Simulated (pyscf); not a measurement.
Thermochemistry of product channels of H₂C=C=CH₂ (SMILES C=C=C) + H₂O (SMILES O) on the singlet surface, in kJ/mol, from CCSD(T)/def2-TZVPP + ΔMP2(QZVPP) energies (ideal gas, 1 atm, RRHO with modes under 100 cm⁻¹ raised to 100, one conformer, R ln 2 for chiral ones without a mode under 150 cm⁻¹). Optimised with ωB97X-D3(BJ)/def2-SVP in PySCF. MP2 and CC: frozen core, UHF for open shells. ΔMP2 is the change of the MP2 total energy from the triple- to the quadruple-zeta basis.

```csv
products,ΔE,ΔH(298 K),ΔG(298 K),ΔG(900 K)
H₂C=C(CH₃)–OH (SMILES C=C(C)O),-131.1,-116.2,-73.1,+15.4
H₂C=CH–CH₂–OH (SMILES C=CCO),-90.3,-73.8,-32.5,+53.6
```

The channel to H₂C=C(CH₃)–OH turns unfavourable between 298 and 1200 K (ΔG from -73.1 kJ/mol to +58.4 kJ/mol). The channel to H₂C=CH–CH₂–OH turns unfavourable between 298 and 1200 K (ΔG from -32.5 kJ/mol to +95.6 kJ/mol).

These are energies of the channels, which say nothing of barriers. The CCSD(T) − MP2 part came from Ansatz, without density fitting, on the same reference.
